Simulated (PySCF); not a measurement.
## NH⁺: from constants to spectrum

UHF-CCSD(T) constants of NH⁺, ⁴Σ⁻ (quartet), unpaired electrons σ ↑, π ↑↑ (basis H aug-pcseg-1, N aug-pcseg-1; no relativity; PySCF 2.14; masses 1.0078 and 14.0031 u):

- ωe: 2706.0 cm⁻¹
- ωexe: 86.4 cm⁻¹
- Be: 14.847 cm⁻¹
- αe: 0.757 cm⁻¹
- D (centrifugal): 0.00179 cm⁻¹
- De to H⁺ + N: 3.61 eV

(1) Give the vibrational terms G(v) and spacings up to v = 3.

(2) How well does the Morse estimate ωe²/(4ωexe) reproduce De, and what is D0?

Correlated steps freeze 1 core orbital. Correlated levels converge slowly with the basis: in double zeta they bind strong bonds too weakly, by up to about 1 eV, and carry superposition errors of some tenths. For an ion De counts to the pair picked by the measured ionisation energies or electron affinities, which need not be the lowest pair at this level. The state is the lowest determinant that a PBE0 search found; another state may lie lower at other levels.

Answers

(1) G(v) = ωe(v+½) − ωexe(v+½)².

```json
{"v": "0", "G(v) (cm⁻¹)": "1331", "G(v) − G(v−1)": "", "Bv (cm⁻¹)": "14.47"}
{"v": "1", "G(v) (cm⁻¹)": "3865", "G(v) − G(v−1)": "2533", "Bv (cm⁻¹)": "13.71"}
{"v": "2", "G(v) (cm⁻¹)": "6225", "G(v) − G(v−1)": "2360", "Bv (cm⁻¹)": "12.95"}
{"v": "3", "G(v) (cm⁻¹)": "8413", "G(v) − G(v−1)": "2188", "Bv (cm⁻¹)": "12.20"}
```

(2) It gives 2.63 eV, 73 % of the computed De. D0 = De − G(0) = 3.61 − 0.17 = 3.44 eV.
